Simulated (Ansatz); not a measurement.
PH: how the atomization moves with the basis

PH, triplet; coordinates (Å): P 0.000 0.000 0.000; H 0.000 0.000 1.428. Quantity: atomization.

Ansatz 0.2.0, basis aug-cc-pVDZ or cc-pVTZ; geometries are PBE0/def2-TZVP minima. Wave-function levels freeze the cores; HF, MP2 and coupled cluster are restricted for singlets and unrestricted otherwise, atoms included (their steps beyond CCSDT(Q) come from restricted open-shell runs), Kohn–Sham unrestricted where that lies lower. NEVPT2 stands on CASSCF in the full valence space. The reference is CCSDT(Q) or full CI (coupled cluster only where its series has nearly closed). Semilocal and hybrid functionals correlate all electrons outside any core potential and usually lie nearer their basis limit than the reference, so part of their error here is the reference's basis and frozen-core error; RPA and the MP2 part of double hybrids freeze the same cores as the reference. None of these values is a measured one. Energies are electronic, without zero-point terms. No spin–orbit coupling and no scalar relativity. The species are chosen: bound, without strong static correlation by their natural occupations or amplitudes, in their lowest spin state as far as vertical gaps and like structures tell, without the heavier p-block dimers whose ³Σ⁻ and ³Π states nearly coincide, and with a ladder that closes on the reference, so errors are smaller than for species at large; levels whose determinant breaks symmetry or spin markedly are left out.

| level | aug-cc-pVDZ (kcal/mol) | cc-pVTZ (kcal/mol) |
| --- | --- | --- |
| reference | 65.8 (full CI) | 70.1 (CCSDT(Q)) |
| CCSD(T) | 65.7 | 70.0 |
| CCSDT | 65.8 | 70.1 |
| NEVPT2 | 62.7 | 66.6 |
| PBE | 72.9 | 74.4 |
| r2SCAN | 73.1 | 74.8 |
| B3LYP | 74.8 | 76.5 |
| wB97M-V | 73.8 | 74.9 |

From aug-cc-pVDZ to cc-pVTZ the reference moves by 4.3 kcal/mol and PBE by 1.5; the step from CCSD(T) to the reference is 0.1 in the first and 0.1 in the last.
